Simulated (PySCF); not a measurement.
**SO₂F₂: PBE0 against B3LYP**

Base calculation in PySCF with density fitting and no spin–orbit coupling, PBE0/def2-TZVP (no relativity): singlet, C2v, S–F 1.539 Å (×2), S–O 1.404 Å (×2); F–S–F 95.6°, F–S–O 108.1° (×4), O–S–O 124.9°; wavenumbers 380, 381, 538, 541, 550, 863, 900, 1300, 1539 cm⁻¹; dipole moment 1.14 D, gap between the highest occupied and lowest empty levels 11.02 eV, polar-tensor charge of S 2.52 e, atomisation energy (no zero-point energy) 1696 kJ/mol.

Q: What changes on going to B3LYP/def2-TZVP (no relativity)?

A: The point group stays the same. Changes: mean bond to S +0.010 Å, smallest bond angle -0.2 degrees, highest wavenumber -40 cm⁻¹, lowest wavenumber -8 cm⁻¹, dipole moment -0.11 D, gap between the highest occupied and lowest empty levels -1.01 eV, polar-tensor charge of S -0.02 e, atomisation energy (no zero-point energy) -43 kJ/mol. The new structure has S–F 1.554 Å (×2), S–O 1.410 Å (×2); F–S–F 95.4°, F–S–O 108.1° (×4), O–S–O 125.0°, with wavenumbers 372, 372, 524, 528, 537, 824, 860, 1263, 1499 cm⁻¹.

Each species is the lowest minimum found with this bonding; other isomers or fragments can lie lower.
